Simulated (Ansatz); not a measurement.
**NaPH₂ (quintet): from Hartree-Fock to the top rungs, def2-TZVPP**

The task here is to estimate one member of a computed series from the others.

Method: def2-TZVPP, core rule «outside noble gas», up to 10 orbitals frozen; program: Ansatz 0.2.0, Gaussian basis.

Plan: UHF; ROHF; CCSD(T) on UHF.

2 further runs of the same task are left out: 2 set aside as unsound or not needed.

### What is computed

The geometry is a PBE0/def2-TZVP stationary point (not a proven minimum) of the parent state, kept for this charge and spin.

4 atoms, charge 0, spin multiplicity 5.

Atoms are counted from 1 here; the program's logs count them from 0.

Bond lengths: P1–H3 1.428 Å, P1–H4 1.422 Å. Angles: H3–P1–H4 92.2°.

Set-up of the first run:

File in.yaml:

```yaml
crystal:
  periodic: [false, false, false]
  atoms:
    - {symbol: P, position_ang: [0.000000, 0.043087, 1.485539]}
    - {symbol: Na, position_ang: [0.000000, -0.013997, -2.203989]}
    - {symbol: H, position_ang: [0.000000, 0.351389, 2.879640]}
    - {symbol: H, position_ang: [0.000000, -1.356203, 1.740145]}
basis:
  gaussian: {orbitals: def2-TZVPP}
magnetization: {spin_polarized: true, initial_magnetization: 4}
hamiltonian: {xc: hf}
output: {orbitals: {seedname: orbitals}}
```

The run is started by

```bash
> ansatz run in.yaml --threads 1 --pin off --events-out ev --progress --plain --max-ram 2816MiB --backend cpu
```

Among the steps run: UHF; ROHF; CCSD(T) on UHF.

One of the session's tables, all rows but one given; the rest of the session is left out.

```
  method  from UCCSD(T) (kcal/mol)
    ROHF                         ?
     UHF                    +92.64
    UMP2                    +19.82
   UCCSD                     +3.13
UCCSD(T)                         0
```

**Question.** Estimate the row for ROHF.

**Answer.** from UCCSD(T) (kcal/mol): +95.54. In the column «from UCCSD(T) (kcal/mol)» it is the highest.
